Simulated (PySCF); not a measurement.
## How well do the runs reproduce experiment for cyclopropane?

**What was measured.**

NIST CCCBDB Release 22 (SRD 101), experimental polarizabilities lists, for the gas: mean polarisability 5.64 Å³.

The runs below try to reproduce these values; the comparison stands at the end.

Cyclopropane, C3H6.
Atom-mapped SMILES: `[CH2:1]1[CH2:2][CH2:3]1` (hydrogens: H4, H5 on C1; H6, H7 on C2; H8, H9 on C3)

Structure used (PBE0-D3(BJ)/def2-TZVP), in Å, numbered top down from 1:
```
atom  x, y, z in Å
C1    -0.7544   -0.6025    0.0107
C2     0.7178   -0.3873    0.1748
C3    -0.1556    0.7362   -0.2903
H4    -1.3574   -0.7005    0.9046
H5    -1.0903   -1.2075   -0.8220
H6     1.1167   -0.3399    1.1802
H7     1.3815   -0.8467   -0.5469
H8    -0.3513    1.5473    0.3998
H9    -0.0838    1.0402   -1.3269
```

Runs made with PySCF (gas phase, on this PBE0-D3(BJ)/def2-TZVP geometry; no spin–orbit coupling):

```
                level                                                                                                                            job  basis functions  wall time
CAM-B3LYP/aug-cc-pVTZ                                                             10 singlets by full TDDFT, 4 Tamm–Dancoff triplets, polarisability              276       15 s
     PBE0/aug-cc-pVTZ  10 singlets by full TDDFT, 4 Tamm–Dancoff triplets, polarisability, dynamic polarisability, density and orbital grids written              276       15 s
  wB97X-D/aug-cc-pVTZ                                                  10 singlets by full TDDFT, 4 Tamm–Dancoff triplets, polarisability, ΔSCF ions              276       42 s
```

Hardware: an AMD EPYC 9R14 with one thread (shared host).

## Comparison

**Mean polarisability.** Measured: 5.64 Å³ (NIST CCCBDB Release 22 (SRD 101), experimental polarizabilities).

```
                level  computed (Å³)  computed − measured (Å³)  % (from the printed values)
CAM-B3LYP/aug-cc-pVTZ           5.36                     -0.28                           -5
     PBE0/aug-cc-pVTZ           5.38                     -0.26                           -5
  wB97X-D/aug-cc-pVTZ           5.35                     -0.29                           -5
```

Closest is PBE0/aug-cc-pVTZ (-0.26 Å³), furthest wB97X-D/aug-cc-pVTZ (-0.29 Å³); one molecule doesn't rank methods. All 3 levels lie below the measurement. The computed values are static and purely electronic, with core orbitals frozen in the response (1 au = 0.148185 Å³). The table of measured values doesn't say here whether a value is static or optical, or holds a vibrational part.

No measured geometry was used, and the causes of the misses weren't examined.
